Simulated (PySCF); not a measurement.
Species: C5H8N (doublet state).
Geometry (GFN2-xTB, Å), atoms numbered from 1 in this order:
```xyz
14
C5H8N angstrom
C     -1.7760   -0.9989    0.2057
C     -0.6596   -0.0497    0.3975
C     -1.1204    1.1679   -0.2519
N     -1.5329    2.0886   -0.7919
C      0.6654   -0.5088   -0.2342
C      1.7775    0.5078   -0.0101
H     -1.8503   -1.5546   -0.7093
H     -2.6180   -0.9865    0.8699
H     -0.5125    0.1795    1.4608
H      0.5156   -0.6630   -1.3048
H      0.9395   -1.4678    0.2107
H      1.5167    1.4644   -0.4589
H      1.9501    0.6622    1.0535
H      2.7042    0.1584   -0.4591
```

The hyperfine couplings belong to this conformer and change with its torsions.

As a line formula: `[CH2][C@H](C#N)CC` [radical].

The calculation used UKS B3LYP, pcH-1 on C H N, non-relativistic, mean-field spin-orbit, GIAO (PySCF 2.14.0). One conformer (not necessarily the lowest) at the GFN2-xTB geometry, without solvent, vibrations or thermal averaging. The geometry wasn't refined by DFT: couplings that depend on bond lengths, twists or pyramidal angles can differ widely from those at the functional's own minimum. No stability test was run, so a lower SCF solution isn't excluded.

(1) What is the g tensor, term by term?

(2) What effective moment and Curie constant follow for a powder?

(3) At 34.179 GHz, how far is the centre of the isotropic spectrum from where a free electron (g = 2.002319) resonates?

(4) Average each term over the three axes. Which is largest in size?

(5) In a frozen sample, at which fields do the three g values resonate at 9.5, 34, 94 and 263 GHz (hyperfine left aside), and which band first spreads them over more than twice a line width of 0.3 mT?

Results:

(1) 
```json
{"Δg (ppm)": "relativistic mass correction", "1": "-149", "2": "-149", "3": "-149"}
{"Δg (ppm)": "gauge correction", "1": "10", "2": "40", "3": "21"}
{"Δg (ppm)": "orbital Zeeman/spin–orbit", "1": "-89", "2": "506", "3": "768"}
{"Δg (ppm)": "total", "1": "-228", "2": "397", "3": "639"}
```

So g = 2.00209, 2.00272, 2.00296 and g_iso = 2.00259; the tensor is rhombic: the two nearest values differ by 28 % of g3 − g1. Axes: g2 points within 10° of the C1–C2 bond.

(2) With the mean of g² = 4.0104 and S(S+1) = 0.75: μ_eff = √(⟨g²⟩S(S+1)) = 1.734 μB and χT = 0.12505·⟨g²⟩·S(S+1) = 0.376 cm³ K/mol (cgs; spin-Hamiltonian part alone).

(3) B = hν/(g μB) with μB/h = 13.99624 MHz/mT gives 1219.59 mT for the free electron and 1219.43 mT at g_iso, 0.16 mT lower.

(4) The orbital-Zeeman/spin–orbit term 395, the mass correction -149 and the gauge correction 23 ppm, for a total of 269 ppm. The orbital-Zeeman/spin–orbit term is the largest in size. The mass correction is the same along every axis, so the anisotropy comes from the other two: their spans along these axes are 30 (gauge) and 857 ppm (orbital Zeeman/spin–orbit).

(5) 
```tsv
band	GHz	B(g3) mT	B(g2) mT	B(g1) mT	spread mT
X	9.5	338.88	338.92	339.02	0.15
Q	34.0	1212.82	1212.96	1213.34	0.53
W	94.0	3353.08	3353.49	3354.54	1.45
J	263.0	9381.50	9382.63	9385.56	4.07
```

The spread grows in proportion to the frequency. W band is the first where it exceeds 0.6 mT.

The Mulliken spin populations are largest on C1 (+1.08) and C2 (-0.07). C1 is the only atom above +0.15. The positive populations add up to 1.16 and the negative ones to -0.16, together 2S = 1. The angles at C1 add up to 358.7°, so it is planar; its axial dipolar tensor and the negative couplings of its protons fit spin in a p orbital normal to that plane.

The HOMO–LUMO gaps are 6.94 eV among the α and 6.63 eV among the β orbitals.

On Arm Neoverse V2, one thread, shared host with 96 logical CPUs at a one-minute load of 54, this took 31 s (with the writing of density and orbital grids) and 0.84 GiB of memory at its peak.
